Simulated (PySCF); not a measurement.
**Frontier levels across methods**

Species: C3H4F2O.
Numbering: `[F:1][CH:2]([F:3])[C@@H:4]1[CH2:5][O:6]1` (hydrogens: H7 on C2; H8 on C4; H9, H10 on C5)

Structure used (PBE0-D3(BJ)/def2-SVP), in Å, numbered top down from 1:
```
atom  x, y, z in Å
F1     0.868   -1.836   -0.507
C2     1.068   -0.522   -0.262
F3     2.213   -0.406    0.440
C4    -0.079    0.020    0.536
C5    -1.247    0.582   -0.135
O6    -0.269    1.409    0.453
H7     1.185    0.014   -1.221
H8    -0.178   -0.430    1.534
H9    -1.291    0.598   -1.232
H10   -2.219    0.549    0.372
```

Basis pcSseg-2 throughout (PySCF), one geometry. One conformer (not necessarily the lowest) at the PBE0-D3(BJ)/def2-SVP geometry, without solvent, vibrations or thermal averaging.

Task: How do the orbital energies, the gap and the dipole change with the method?

Result: 
```tsv
method	kind	HOMO (eV)	LUMO (eV)	gap (eV)	μ (D)	SCF cycles
BLYP	GGA	-6.79	-0.06	6.73	2.11	15
OPBE	GGA	-6.80	0.03	6.83	2.00	16
PBE	GGA	-6.86	-0.02	6.83	2.07	15
B97-D	GGA	-6.89	0.09	6.98	2.09	15
BP86	GGA	-6.96	0.11	7.07	2.08	15
LDA	LDA	-7.01	-0.13	6.89	2.16	15
KT2	GGA	-7.04	0.00	7.04	2.11	16
KT3	GGA	-7.06	-0.23	6.83	2.07	16
B97-2	global hybrid	-8.27	0.71	8.98	2.20	14
B3LYP	global hybrid	-8.32	0.36	8.68	2.23	14
PBE0	global hybrid	-8.57	0.69	9.26	2.21	14
mPW1PW91	global hybrid	-8.60	0.63	9.23	2.22	14
CAM-B3LYP	range-separated hybrid	-10.07	1.31	11.38	2.31	13
BHandHLYP	global hybrid	-10.25	1.14	11.39	2.38	13
wB97X-D	range-separated hybrid	-10.48	2.38	12.87	2.24	14
LC-wPBE	range-separated hybrid	-11.38	2.43	13.81	2.29	14
HF	Hartree–Fock	-12.90	2.66	15.57	2.51	10
```

The HOMO spans 6.12 eV, from BLYP down to HF, and the gap runs from 6.73 eV (BLYP) to 15.57 eV (HF). Over the methods BLYP (0 %), OPBE (0 %), PBE (0 %), B97-D (0 %), BP86 (0 %), LDA (0 %), KT2 (0 %), KT3 (0 %), B97-2 (21 %), B3LYP (20 %), PBE0 (25 %), mPW1PW91 (25 %), BHandHLYP (50 %), HF (100 %), a straight line through the gap against the share of exact exchange rises by 0.88 eV for each 10 % (correlation coefficient 0.999). The dipole ranges from 2.00 D (OPBE) to 2.51 D (HF). This basis has no diffuse functions.
